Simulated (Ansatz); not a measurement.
## PH₂⁻, triplet: reading a ladder of total energies

Geometry: that of the PH2⁻, singlet, kept fixed. The singlet lies 1.8 eV lower here.

```xyz
3

P     0.0000   -0.0612    0.0000
H     0.0000    0.9398   -1.0301
H     0.0000    0.9398    1.0301
```

Basis aug-cc-pVTZ; Ansatz 0.2.0. Only valence electrons are correlated (noble-gas cores frozen), which leaves 8 electrons in 91 orbitals. R marks a restricted (for open shells ROHF) determinant, U an unrestricted one. This anion state lies near or above the neutral species, so the extra electron is weakly bound or unbound and the energies hang on the diffuse functions.

Full CI isn't at hand for all of this; UCCSDT(Q) serves as the reference, and is uncertain by about the last step of the cluster series.

Runs differ by some tens of microhartree through their thresholds and, for an open shell, their frozen cores, so steps under 0.03 kcal/mol mean nothing.

```json
{"level": "UHF", "total energy (hartree)": "-341.857806"}
{"level": "UMP2", "total energy (hartree)": "-342.004101"}
{"level": "UCCSD", "total energy (hartree)": "-342.031364"}
{"level": "UCCSD(T)", "total energy (hartree)": "-342.038276"}
{"level": "UCCSDT", "total energy (hartree)": "-342.039355"}
{"level": "UCCSDT(Q)", "total energy (hartree)": "-342.039643"}
```

**Question.** What is the correlation energy at UCCSDT(Q), and what share of it do UMP2 and UCCSDT recover?

**Answer.** E(corr) = -342.039643 − (-341.857806) = -0.181837 hartree = -4.948 eV. UMP2: -0.146295 / -0.181837 = 80.45 %. UCCSDT: -0.181549 / -0.181837 = 99.84 %.

**Question.** By how many kcal/mol does UCCSD(T) miss UCCSDT(Q) (1 hartree = 627.509 kcal/mol), and which steps make up the rest?

**Answer.** -342.038276 − (-342.039643) = 0.001367 hartree = 0.86 kcal/mol. Steps: UCCSDT − UCCSD(T) = -0.68, UCCSDT(Q) − UCCSDT = -0.18 kcal/mol. Differences between like states or geometries often cancel part of this.
